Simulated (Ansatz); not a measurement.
# BeH3− (singlet): wave-function methods side by side at scale of all distances = 1.000, 6-31++G**

The task here is to estimate one member of a computed series from the others.

Computed with Ansatz 0.2.0, Gaussian basis. Level: 6-31++G**, core rule «outside noble gas», up to 1 orbitals frozen.

Plan: UHF; CCSD(T) on RHF; BCCD(T) on RHF; CISD; CCSDT(Q) on RHF; CASSCF and MRCISD+Q, 2 electrons in 2 orbitals; CASSCF and NEVPT2, 2 electrons in 2 orbitals; Full CI.

20 further runs of the same task are left out: 6 for a known fault of the program, 11 that didn't finish, 3 set aside as unsound or not needed.

## What is computed

The geometry derives from a PBE0/def2-TZVPD stationary point (not a proven minimum). All distances are scaled together.

4 atoms, charge -1, spin multiplicity 1.

Atoms are counted from 1 here; the program's logs count them from 0.

Bond lengths: Be1–H2 1.425 Å, Be1–H3 1.425 Å, Be1–H4 1.425 Å. Angles: H2–Be1–H3 120.0°, H2–Be1–H4 120.0°, H3–Be1–H4 120.0°.

Set-up of the first run:

Contents of in.yaml:

```yaml
crystal:
  periodic: [false, false, false]
  atoms:
    - {symbol: Be, position_ang: [0.000000, 0.000000, 0.000000]}
    - {symbol: H, position_ang: [1.425412, 0.014294, 0.000000]}
    - {symbol: H, position_ang: [-0.725085, 1.227292, -0.003200]}
    - {symbol: H, position_ang: [-0.700327, -1.241586, 0.003200]}
basis:
  gaussian: {orbitals: "6-31++G**"}
total_charge: -1
magnetization: {spin_polarized: true, initial_magnetization: 0}
hamiltonian: {xc: hf}
output: {orbitals: {seedname: orbitals}}
```

Launch:

```bash
> ansatz run in.yaml --threads 1 --pin off --events-out ev --progress --plain --max-ram 2393MiB
```

Steps of the session up to this table: UHF; CCSD(T) on RHF; BCCD(T) on RHF; CISD; CCSDT(Q) on RHF; CASSCF and MRCISD+Q, 2 electrons in 2 orbitals; CASSCF and NEVPT2, 2 electrons in 2 orbitals; Full CI.

One of the session's tables, all rows but one given; the rest of the session is left out.

```
       method  from FCI (meV)
          RHF         +2628.2
         RMP2          +579.7
         CISD          +121.9
        RCCSD           +43.4
     RCCSD(T)            +9.8
      BCCD(T)            +9.7
       RCCSDT            +0.6
    RCCSDT(Q)            +0.1
  CASSCF pair         +2301.2
  NEVPT2 pair          +577.7
  MRCISD pair               ?
MRCISD+Q pair           -11.6
          FCI               0
```

Q: Estimate the row for MRCISD pair from the others.

The run gave: from FCI (meV): +93.8. In the column «from FCI (meV)» it lies between RCCSD (+43.4) and CISD (+121.9).

Caveats from the session: MRCISD+Q pair falls below full CI: the +Q correction isn't variational, and the cores differ from full CI's.
